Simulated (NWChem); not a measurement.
**Basis-set convergence for ethylamine (C2H7N)**

```xyz
10

C      1.1909     0.4452     0.0140
C      0.0395    -0.5509    -0.0984
N     -1.2501     0.1340    -0.0057
H      2.1728    -0.0540    -0.1125
H      1.0931     1.2396    -0.7530
H      1.1963     0.9399     1.0091
H      0.1929    -1.3662     0.6578
H      0.0878    -1.0515    -1.0907
H     -2.0163    -0.5448    -0.1014
H     -1.3581     0.5332     0.9373
```
Charge 0, spin multiplicity 1.

The numbers come from NWChem runs, not from measurements. All single points use one geometry, from PBE/def2-SVP, a minimum by its harmonic frequencies. It is one conformer; others weren't searched.

Quantity: first vertical ionisation energy at the level G0W0@PBE0.

GW and range-separated runs recompute their integrals, the others keep them in memory, which bears on the times.

Relative cost: rough, from shared machines, SCF included, def2-SVP = 1.

Q: In def2-TZVPP the value is 9.36 eV. Among def2-SVP, def2-SVPD, def2-TZVP, which is the smallest basis within 0.2 eV of it?

A: def2-TZVP, with 135 functions against 191. def2-TZVPP isn't the basis-set limit itself, and a small set can land close by cancellation.

```csv
basis,functions,first vertical ionisation energy (eV),relative cost
def2-SVP,77,8.86,1
def2-SVPD,116,9.05,under 3
def2-TZVP,135,9.31,4
def2-TZVPP,191,9.36,10
```
